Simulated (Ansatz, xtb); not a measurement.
**ClH2NSi: which of two isomers lies lower**

Structure I is `N[Si]Cl`, a singlet and structure II is `[H]/N=[SiH]\Cl`, a singlet. Both are isolated molecules in the gas phase, relaxed with r2SCAN-D4/def2-TZVP; the shapes shown needn't be the lowest conformers.

I (Å):

| atom | x (Å) | y (Å) | z (Å) |
| --- | --- | --- | --- |
| Cl | -1.1525 | -0.9342 | -1.0549 |
| N | 0.8506 | 0.9172 | -0.0782 |
| Si | -0.6880 | 1.1059 | -0.7864 |
| H | 1.3162 | 0.0403 | 0.1150 |
| H | 1.3997 | 1.7196 | 0.1970 |

II (Å):

```
atom   x (Å)    y (Å)    z (Å)
  Cl  2.1501  -1.7931   0.2594
   N  0.0160   0.7426   0.2204
  Si  0.6368  -0.5834  -0.3838
   H  0.3233   1.1886   1.0748
   H  0.0968  -1.1280  -1.6347
```

Task: Estimate which is lower in electronic energy at CCSD(T)/def2-TZVPP, and by roughly how much.

Result: The CCSD(T)/def2-TZVPP calculation puts structure I lower, by 23.4 kcal/mol.

Level by level:

| level | geometry | E(II) − E(I) (kcal/mol) | departure from the last row (kcal/mol) | job, with rough time for the two |
| --- | --- | --- | --- | --- |
| GFN2-xTB | GFN2-xTB | −10.6 | −34.0 | optimisation, 0.15 s |
| HF/STO-3G | GFN2-xTB | +61.4 | +38.0 | single point, 0.16 s |
| r2SCAN-D4/def2-SVP | GFN2-xTB | +24.3 | +0.8 | single point, 1.6 s |
| r2SCAN-D4/def2-TZVP | r2SCAN-D4/def2-TZVP | +20.9 | −2.5 | optimisation, 21 s |
| HF/def2-TZVPP | r2SCAN-D4/def2-TZVP | +28.5 | +5.1 | part of the CCSD(T) run |
| MP2/def2-TZVPP | r2SCAN-D4/def2-TZVP | +20.8 | −2.7 | part of the CCSD(T) run |
| CCSD(T)/def2-TZVPP | r2SCAN-D4/def2-TZVP | +23.4 |  | single point, 22 s |

As drawn, II has 1 N=Si, 1 Si–H in place of 1 N–Si, 1 N–H.

GFN2-xTB puts the two in the other order. The largest departure from CCSD(T)/def2-TZVPP is that of HF/STO-3G, 38.0 kcal/mol.

With harmonic frequencies from r2SCAN-D4/def2-TZVP (ideal gas, rigid rotor, one conformer each, 298.15 K, 1 atm): on the last row, ΔE + ΔZPE = +21.1, ΔH = +21.1, ΔG = +21.2 kcal/mol.

The correlated steps freeze 11 core orbitals. Programs: Ansatz 0.2.0, xtb 6.7.1; the last row on 2 threads of Arm Neoverse V2 on a shared host.
